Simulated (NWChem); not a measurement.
System: LiF; SMILES [Li][F]

Results from NWChem. All runs use the structure optimised with PBE0-D3(BJ)/def2-TZVP. Vertical excitations in the gas phase.

What does the run give for LRC-wPBEh/def2-SVP, TDA? Quantities: lowest excitation, singlet (eV); oscillator strength of that lowest state; lowest triplet (eV); orbital gap (eV).


| Property | Value |
|---|---|
| lowest excitation, singlet (eV) | 5.00 |
| oscillator strength of that lowest state | 0.034 |
| lowest triplet (eV) | 4.93 |
| orbital gap (eV) | 9.20 |
